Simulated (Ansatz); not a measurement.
A run for Ansatz (a first-principles code): R-CCSD(T)/aug-cc-pVTZ on CH5N (SMILES CN).

Ansatz 0.2 input:
```yaml
crystal:
  periodic: [false, false, false]
  atoms:
    - {symbol: N, position_ang: [1.62014314, -0.71241674, -0.47750517]}
    - {symbol: H, position_ang: [1.91641214, -0.43787874, -1.40549117]}
    - {symbol: H, position_ang: [2.24369314, -1.46010674, -0.20231017]}
    - {symbol: C, position_ang: [1.78037314, 0.42279426, 0.43616983]}
    - {symbol: H, position_ang: [1.51018314, 0.10809826, 1.44182283]}
    - {symbol: H, position_ang: [2.78778314, 0.84457026, 0.47314183]}
    - {symbol: H, position_ang: [1.08783314, 1.20856926, 0.14351283]}
basis:
  gaussian:
    orbitals: aug-cc-pVTZ
magnetization: {spin_polarized: false}
correlation: {method: ccsd_t, electrons: outside_noble_gas}
scf: {lower_state_search: off}
```

Problem. Predict the final total energy.

Solution. -95.7061 hartree (reference determinant -95.2554, T1 diagnostic 0.009).

Problem. How many basis functions does it have, and what does it roughly cost on one machine?

Solution. 207 functions; roughly 50 core-seconds.
